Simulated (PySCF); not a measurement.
# HOMO energy and vertical ionisation energy

PBE0-D3(BJ)/ma-def2-TZVP single points (PySCF) on relaxed neutral molecules. The ionisation energy is the difference of two SCF energies at the neutral's structure.

```tsv
molecule	−ε(HOMO) / eV	vertical ionisation energy / eV
vinyl bromide, `C=CBr` (C2H3Br)	7.44	9.68
ethyl bromide, `CCBr` (C2H5Br)	7.86	10.31
methyl bromide, `CBr` (CH3Br)	7.96	10.57
fluoroacetylene, `C#CF` (C2HF)	8.28	?
1-chloropropane, `CCCCl` (C3H7Cl)	8.31	10.73
ethyl chloride, `CCCl` (C2H5Cl)	8.36	10.90
```

**Question.** Fit a straight line to the complete rows and predict the ionisation energy of `C#CF` (C2HF).

**Answer.** IE = 0.533 + 1.24·(−ε) (5 points, rms 0.10 eV, correlation 0.974). At 8.28 this gives 10.80 eV; the calculation itself gave 11.12 eV, so the fit is off by 0.32.

(fluoroacetylene) Hardware: 1 thread of Arm Neoverse V1, shared with other jobs. Command: `OMP_NUM_THREADS=1 python redox_run.py task.json out`. Structures, frequencies and single points: 100 s.
